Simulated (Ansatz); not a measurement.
Species: CN, net charge 0, doublet state. SMILES: [C]#N
Geometry: optimised at B3LYP-D3(BJ)/def2-TZVP (Ansatz, an electronic-structure program).

Quantity: atomisation energy (electronic, to ground-state atoms), in kcal/mol. Correlated levels leave the core frozen unless marked. Open shells are spin-unrestricted. No spin-orbit coupling. No relativistic terms. FCI takes restricted orbitals. The coupled-cluster limit lacks core correlation, which all-electron functionals hold. CBS(X,Y): correlation extrapolated as X^-3; Hartree-Fock from the larger set (for Q and 5 zeta extrapolated as (X+1)exp(-9√X)).

The UHF reference is spin-contaminated (<S^2> 0.37 over the pure value in the largest basis). The T1 diagnostic of CCSD in the largest basis is 0.086, which is high, so the coupled-cluster rows are less sure than usual.

```json
[
 {"level": "B3LYP/def2-TZVPD", "program": "Ansatz", "atomisation energy (kcal/mol)": "179.2"},
 {"level": "PBE0-D4/def2-TZVPD", "program": "Ansatz + dftd4", "atomisation energy (kcal/mol)": "178.8"},
 {"level": "HSE06/def2-TZVPD", "program": "Ansatz", "atomisation energy (kcal/mol)": "?"},
 {"level": "CCSD/aug-cc-pVDZ", "program": "Ansatz", "atomisation energy (kcal/mol)": "?"},
 {"level": "CCSD/def2-TZVPPD", "program": "Ansatz", "atomisation energy (kcal/mol)": "161.6"},
 {"level": "FCI/STO-3G", "program": "Ansatz", "atomisation energy (kcal/mol)": "145.9"},
 {"level": "CCSD(T)/CBS(cc-pVQZ,cc-pV5Z)", "program": "Ansatz", "atomisation energy (kcal/mol)": "?"}
]
```

Q: Some entries are withheld; supply them.

A: 
- HSE06/def2-TZVPD, atomisation energy (kcal/mol): 179.0
- CCSD/aug-cc-pVDZ, atomisation energy (kcal/mol): 149.7
- CCSD(T)/CBS(cc-pVQZ,cc-pV5Z), atomisation energy (kcal/mol): 178.1
